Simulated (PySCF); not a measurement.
B3LYP has the VWN-RPA correlation part, as in Gaussian. Delta-SCF ions had no search for a lower state. Excitations are Tamm–Dancoff values on a coarser integration grid. The basis has no diffuse functions, so Rydberg states are missing or too high.

C₅H₅N, SMILES `n1ccccc1` (charge 0, multiplicity 1)

Level of theory: B3LYP-D3(BJ)/def2-TZVP // PBE0-D4/def2-SVP (PySCF).

```json
{
 "HOMO": "-7.15 eV",
 "dipole_moment": "2.22 D",
 "HOMO–LUMO gap": "6.12 eV",
 "LUMO": "-1.03 eV",
 "S1 excitation (TDA)": "4.83 eV",
 "S1 oscillator strength": "0.005",
 "T1 excitation (TDA)": "4.13 eV",
 "S1–T1 gap (TDA)": "0.70 eV",
 "vertical ionisation energy (Delta-SCF)": "9.50 eV",
 "total_energy": "-248.3958 Ha",
 "cost": "around 5 core-minutes (rough)"
}
```

```xyz
11

C     -0.3485     1.1379     0.0786
C     -1.2852     0.1084     0.0360
C     -0.8223    -1.2046    -0.0560
N      0.4676    -1.5269    -0.1054
C      1.3557    -0.5370    -0.0642
C      1.0039     0.8100     0.0274
H     -0.6679     2.1810     0.1505
H     -2.3571     0.3155     0.0732
H     -1.5341    -2.0381    -0.0916
H      2.4121    -0.8285    -0.1063
H      1.7759     1.5824     0.0578
```
Charge 0, spin multiplicity 1.
